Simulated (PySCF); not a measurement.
## How exact exchange moves a shielding

Molecule: SMILES C=CCl, C₂H₃Cl.

Cartesian coordinates in Å; atom numbers follow the order of the lines, from 1:
```xyz
6

C    -0.7311   -0.1274   -0.0055
C     0.5437    0.2473    0.0051
Cl    1.8627   -0.8658    0.0100
H    -1.0243   -1.1794   -0.0109
H    -1.5150    0.6331   -0.0089
H     0.8641    1.2920    0.0104
```

GIAO shieldings (ppm, equivalent atoms averaged) in PySCF 2.14 on the PBE0-D3(BJ)/def2-SVP geometry, basis pcSseg-2, gas phase, non-relativistic:

| functional | exact exchange (%) | σ(Cl3) |
| --- | --- | --- |
| BLYP | 0 | 655.1 |
| BP86 | 0 | 669.4 |
| PBE | 0 | 669.2 |
| PBE0 | 25 | 709.9 |
| mPW1PW91 | 25 | 708.4 |
| BHandHLYP | 50 | 732.1 |
| HF | 100 | 795.9 |

(1) Fit each shielding as a line in the percentage of exact exchange.

(2) What does the line predict for B3LYP (20 %), and what does the run give?

Answers

(1) σ(Cl3) = 668.3 + 1.31 x (rms 6.8 ppm). The functionals also differ in their semilocal parts, which the line can't hold; Hartree–Fock has no correlation at all.

(2) σ(Cl3): 694.5 predicted, 688.7 computed ppm.
